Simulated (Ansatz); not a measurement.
**GeH, quartet along the distance Ge1-H2**

Starting geometry (PBE0/def2-TZVP stationary point for this spin):

```csv
atom,x (Å),y (Å),z (Å)
Ge,0.0000,0.0000,0.0000
H,0.0000,0.0000,1.5719
```

From there H2 moves along the line of the two atoms named below, all else staying in place; atoms are numbered as listed. Energies are in eV, counted from the starting geometry at the same level.

Basis cc-pVTZ; Ansatz 0.2.0. Correlated methods freeze the noble-gas cores and the filled d shells of p-block atoms. R marks a restricted (for open shells ROHF) determinant. No spin–orbit coupling is included, and no scalar relativity.

Full CI is exact within this basis and frozen core; it isn't the basis-set limit.

| distance Ge1-H2 (Å) | RMP2 |
| --- | --- |
| 1.243 | 1.160 |
| 1.382 | 0.264 |
| 1.572 | 0.000 |
| 1.731 | 0.156 |
| 1.932 | 0.445 |
| 2.196 | 0.746 |
| 2.561 | 0.896 |
| 2.871 | 0.950 |
| 3.396 | 0.988 |
| 4.298 | 1.003 |
| 5.334 | 1.006 |

Q: Estimate the full CI curve in cc-pVTZ from this one, knowing how RMP2 errs.

A: The computed full CI values, in eV from the starting point, and the error of RMP2 against them:
```tsv
distance Ge1-H2 (Å)	full CI	RMP2 less full CI
1.243	1.247	-0.086
1.382	0.319	-0.055
1.572	0.000	0.000
1.731	0.115	0.041
1.932	0.401	0.044
2.196	0.720	0.026
2.561	0.938	-0.042
2.871	1.011	-0.061
3.396	1.055	-0.067
4.298	1.072	-0.069
5.334	1.075	-0.069
```

The error spans 0.130 eV and is largest, -0.086 eV, at 1.243 Å.
